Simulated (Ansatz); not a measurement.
# C16H10 (pyrene): the cost of one run

Program: Ansatz 0.2.0, Gaussian basis. Level of theory: the settings change from run to run. These are calculated values, not measurements.

4 further runs of the same task are left out: 4 that didn't finish.

### Step 1. The geometry

An earlier r2SCAN-D4/def2-SVP relaxation fixed the geometry.

SMILES `c1cc2ccc3cccc4ccc(c1)c2c34`, 26 atoms, charge 0, spin multiplicity 1.

Atoms are counted from 1 here; the program's logs count them from 0.

Bond lengths: C1–C2 1.396 Å, C1–C14 1.396 Å, C1–H17 1.094 Å, C2–C3 1.407 Å, C2–H18 1.095 Å, C3–C4 1.435 Å, C3–C15 1.431 Å, C4–C5 1.368 Å, C4–H19 1.095 Å, C5–C6 1.435 Å, C5–H20 1.095 Å, C6–C7 1.407 Å, C6–C16 1.431 Å, C7–C8 1.396 Å, C7–H21 1.095 Å, C8–C9 1.396 Å, C8–H22 1.094 Å, C9–C10 1.407 Å and more. Angles: C2–C1–C14 120.6°, C2–C1–H17 119.7°, C14–C1–H17 119.7°, C1–C2–C3 120.7°, C1–C2–H18 120.3°, C3–C2–H18 119.0°, C2–C3–C4 122.4°, C2–C3–C15 119.0°, C4–C3–C15 118.6°, C3–C4–C5 121.3°, C3–C4–H19 118.3°, C5–C4–H19 120.4°, C4–C5–C6 121.3°, C4–C5–H20 120.4°, C6–C5–H20 118.3°, C5–C6–C7 122.4°, C5–C6–C16 118.6°, C7–C6–C16 119.0° and more.

Coordinates:

```mol
C16H10
  3D, bonds by distance, orders not assigned

 26 29  0  0  0  0  0  0  0  0999 V2000
    3.5100    0.3406    0.1050 C   0  0
    2.9387   -0.9332    0.1029 C   0  0
    1.5412   -1.0948    0.0611 C   0  0
    0.9172   -2.3870    0.0577 C   0  0
   -0.4433   -2.5190    0.0169 C   0  0
   -1.3031   -1.3708   -0.0237 C   0  0
   -2.7056   -1.4809   -0.0655 C   0  0
   -3.5101   -0.3406   -0.1040 C   0  0
   -2.9388    0.9332   -0.1019 C   0  0
   -1.5412    1.0948   -0.0612 C   0  0
   -0.9172    2.3870   -0.0581 C   0  0
    0.4434    2.5190   -0.0178 C   0  0
    1.3031    1.3708    0.0231 C   0  0
    2.7056    1.4809    0.0656 C   0  0
    0.7088    0.0688    0.0209 C   0  0
   -0.7088   -0.0688   -0.0212 C   0  0
    4.5985    0.4462    0.1373 H   0  0
    3.5751   -1.8231    0.1339 H   0  0
    1.5585   -3.2735    0.0884 H   0  0
   -0.9031   -3.5124    0.0145 H   0  0
   -3.1599   -2.4767   -0.0673 H   0  0
   -4.5985   -0.4463   -0.1365 H   0  0
   -3.5753    1.8231   -0.1320 H   0  0
   -1.5585    3.2735   -0.0891 H   0  0
    0.9031    3.5124   -0.0163 H   0  0
    3.1599    2.4767    0.0674 H   0  0
  1  2  8  0
  1 14  8  0
  1 17  8  0
  2  3  8  0
  2 18  8  0
  3  4  8  0
  3 15  8  0
  4  5  8  0
  4 19  8  0
  5  6  8  0
  5 20  8  0
  6  7  8  0
  6 16  8  0
  7  8  8  0
  7 21  8  0
  8  9  8  0
  8 22  8  0
  9 10  8  0
  9 23  8  0
 10 11  8  0
 10 16  8  0
 11 12  8  0
 11 24  8  0
 12 13  8  0
 12 25  8  0
 13 14  8  0
 13 15  8  0
 14 26  8  0
 15 16  8  0
M  END
```

### Step 2. wPBEh/def2-mTZVP

Contents of in.yaml:

```yaml
crystal:
  periodic: [false, false, false]
  atoms:
    - {symbol: C, position_ang: [3.510036, 0.340606, 0.104954]}
    - {symbol: C, position_ang: [2.938707, -0.933171, 0.102875]}
    - {symbol: C, position_ang: [1.541226, -1.094776, 0.061126]}
    - {symbol: C, position_ang: [0.917179, -2.387012, 0.057654]}
    - {symbol: C, position_ang: [-0.443332, -2.519023, 0.016912]}
    - {symbol: C, position_ang: [-1.303086, -1.370764, -0.023710]}
    - {symbol: C, position_ang: [-2.705560, -1.480888, -0.065530]}
    - {symbol: C, position_ang: [-3.510064, -0.340618, -0.104019]}
    - {symbol: C, position_ang: [-2.938767, 0.933179, -0.101869]}
    - {symbol: C, position_ang: [-1.541240, 1.094790, -0.061196]}
    - {symbol: C, position_ang: [-0.917164, 2.387019, -0.058087]}
    - {symbol: C, position_ang: [0.443367, 2.519038, -0.017823]}
    - {symbol: C, position_ang: [1.303116, 1.370777, 0.023145]}
    - {symbol: C, position_ang: [2.705580, 1.480887, 0.065604]}
    - {symbol: C, position_ang: [0.708799, 0.068784, 0.020873]}
    - {symbol: C, position_ang: [-0.708793, -0.068762, -0.021173]}
    - {symbol: H, position_ang: [4.598487, 0.446223, 0.137278]}
    - {symbol: H, position_ang: [3.575150, -1.823099, 0.133891]}
    - {symbol: H, position_ang: [1.558517, -3.273491, 0.088449]}
    - {symbol: H, position_ang: [-0.903109, -3.512355, 0.014477]}
    - {symbol: H, position_ang: [-3.159870, -2.476678, -0.067330]}
    - {symbol: H, position_ang: [-4.598503, -0.446287, -0.136517]}
    - {symbol: H, position_ang: [-3.575273, 1.823091, -0.132007]}
    - {symbol: H, position_ang: [-1.558483, 3.273506, -0.089107]}
    - {symbol: H, position_ang: [0.903145, 3.512373, -0.016258]}
    - {symbol: H, position_ang: [3.159926, 2.476662, 0.067389]}
basis:
  gaussian: {orbitals: def2-mTZVP}
hamiltonian: {xc: {name: wPBEh}}
```

Started as:

```console
$ ansatz run in.yaml --threads 4 --pin off --events-out ev --progress --plain --max-ram 9574MiB
```

Q: Estimate wall time and peak memory on 4 threads of AMD EPYC 7R43, shared host.

About 13 s, with a peak of 1.7 GiB.
